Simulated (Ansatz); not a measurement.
# CH6B2 (SMILES BBC): one structure at several levels

One table from this session's results is given with a row withheld; the runs are named, their logs left out.

Computed with Ansatz 0.2.0, Gaussian basis. Level: single points in def2-TZVPP.

Cores are frozen in the correlated methods.

### The starting structure

9 atoms, charge 0, spin multiplicity 1.

Atoms are counted from 1 here; the program's logs count them from 0.

Bond lengths: B1–B2 1.644 Å, B1–H4 1.194 Å, B1–H5 1.178 Å, B2–C3 1.534 Å, B2–H6 1.273 Å, C3–H7 1.090 Å, C3–H8 1.107 Å, C3–H9 1.084 Å. Angles: B2–B1–H4 126.9°, B2–B1–H5 129.2°, H4–B1–H5 103.8°, B1–B2–C3 131.9°, B1–B2–H6 104.4°, C3–B2–H6 123.2°, B2–C3–H7 102.7°, B2–C3–H8 116.2°, B2–C3–H9 111.1°, H7–C3–H8 110.2°, H7–C3–H9 100.3°, H8–C3–H9 114.4°.

Geometry (Å):

```xyz
9

B    -0.5837    0.9119   -1.1709
B    -0.1287    0.4087    0.3271
C     0.5105   -0.8967    0.8181
H    -1.6045    0.6561   -1.7340
H     0.0109    1.5657   -1.9501
H    -0.5922    1.2961    1.1127
H    -0.3565   -1.5180    1.0417
H     1.1771   -1.4142    0.1023
H     0.9263   -0.7784    1.8126
```

The first run:

The input, run/in.yaml:

```yaml
crystal:
  periodic: [false, false, false]
  atoms:
    - {symbol: B, position_ang: [-0.583707, 0.911878, -1.170878]}
    - {symbol: B, position_ang: [-0.128716, 0.408660, 0.327099]}
    - {symbol: C, position_ang: [0.510498, -0.896697, 0.818107]}
    - {symbol: H, position_ang: [-1.604499, 0.656071, -1.734039]}
    - {symbol: H, position_ang: [0.010884, 1.565728, -1.950138]}
    - {symbol: H, position_ang: [-0.592186, 1.296115, 1.112697]}
    - {symbol: H, position_ang: [-0.356519, -1.518029, 1.041692]}
    - {symbol: H, position_ang: [1.177132, -1.414248, 0.102338]}
    - {symbol: H, position_ang: [0.926325, -0.778426, 1.812614]}
basis:
  gaussian: {orbitals: def2-TZVPP}
hamiltonian: {xc: pbe, dispersion: d4}
output: {forces: true}
```

Command:

```bash
$ ansatz run in.yaml --threads 2 --pin off --events-out ev --progress --plain --max-ram 3481MiB
```

Steps of the session up to this table: PBE-D4/def2-TZVPP; r2SCAN-D4/def2-TZVPP; PBE0-D4/def2-TZVPP; wB97M-V/def2-TZVPP; CCSD(T)/def2-TZVPP.

One of the session's tables, all rows but one given; the rest of the session is left out.

| method | RMS force component (eV/Å) | angle to CCSD(T) forces (°) | dipole (D) |
| --- | --- | --- | --- |
| PBE-D4 | 0.537 | 25.0 | 0.94 |
| r2SCAN-D4 | 0.535 | 16.3 | 0.92 |
| PBE0-D4 | 0.531 | 12.9 | 0.89 |
| wB97M-V | ? | ? | ? |
| CCSD(T) | 0.586 | reference | 0.86 |

Q: Estimate the row for wB97M-V from the others.

The run gave: RMS force component (eV/Å): 0.552; angle to CCSD(T) forces (°): 8.6; dipole (D): 0.90. In the column «RMS force component (eV/Å)» it lies between PBE-D4 (0.537) and CCSD(T) (0.586).

Caveats from the session: The reference is not at the basis limit: in triple zeta CCSD(T) underbinds, which counts against methods that bind more; the gaps are no ranking.
